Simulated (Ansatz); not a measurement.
Worked example: AlH(CH3)(SH) + MgSH → Al(CH3)(SH) + MgH(SH)

Gas-phase species: AlH(CH3)(SH), singlet; MgSH `[Mg][SH]`, doublet; Al(CH3)(SH), doublet; MgH(SH), singlet. A radical takes H: the energy is the difference in strength between the Al–H bond broken and the Mg–H bond made.

Shapes, held fixed at every level: PBE0-D4/def2-TZVP. Flexible molecules stand in one conformer, not always the lowest. Programs: Ansatz 0.2.0. The zero-point and thermal change to 298 K, harmonic and unscaled (PBE0-D4/def2-TZVP), is -4.0 kJ/mol.

At CCSD(T)/def2-TZVPP; 1 Eh = 2625.50 kJ/mol:

```
     species  energy (Eh)
AlH(CH3)(SH)  -680.815769
        MgSH  -598.161573
 Al(CH3)(SH)  -680.177487
     MgH(SH)  -598.773789
```

Problem. Work out ΔH(298 K) of the reaction at this level.

Solution. 
1. Products less reactants: (-680.177487) + (-598.773789) − [(-680.815769) + (-598.161573)] = 0.026066 Eh = +68.4 kJ/mol.
2. With the thermal change: +68.4 + (-4.0) = +64.4 kJ/mol.

Other levels give +61.9 (wB97X-V/def2-TZVPP) to +73.6 kJ/mol (HF/def2-SVP). No measured value is set beside it here. Open shells run unrestricted. Outer-core shells of Mg are correlated, in sets that cover them unevenly.
